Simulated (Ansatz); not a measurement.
Input for Ansatz (development build ahead of 0.2.0):

```yaml
crystal:
  periodic: [false, false, false]
  atoms:
    - { symbol: C, position_ang: [1.4, 0.0, 0.0] }
    - { symbol: C, position_ang: [0.7, 1.21244, 0.0] }
    - { symbol: C, position_ang: [-0.7, 1.21244, 0.0] }
    - { symbol: C, position_ang: [-1.4, 0.0, 0.0] }
    - { symbol: C, position_ang: [-0.7, -1.21244, 0.0] }
    - { symbol: C, position_ang: [0.7, -1.21244, 0.0] }
    - { symbol: H, position_ang: [3.8, 0.0, 0.0] }
    - { symbol: H, position_ang: [1.2425, 2.15207, 0.0] }
    - { symbol: H, position_ang: [-1.2425, 2.15207, 0.0] }
    - { symbol: H, position_ang: [-2.485, 0.0, 0.0] }
    - { symbol: H, position_ang: [-1.2425, -2.15207, 0.0] }
    - { symbol: H, position_ang: [1.2425, -2.15207, 0.0] }
basis:
  gaussian: { orbitals: def2-TZVP }
magnetization:
  spin_polarized: true
hamiltonian:
  xc: pbe0
```

The input is written out in the form of the current development build from the run's settings.

Output:

| Item | Value |
| --- | --- |
| Converged | yes |
| Total energy | -231.87104 hartree |
| Spin squared of the determinant | 0.725 |
| Stability test | minimum |

Caution: charge can spread falsely over distant fragments; the unrestricted determinant is spin contaminated.
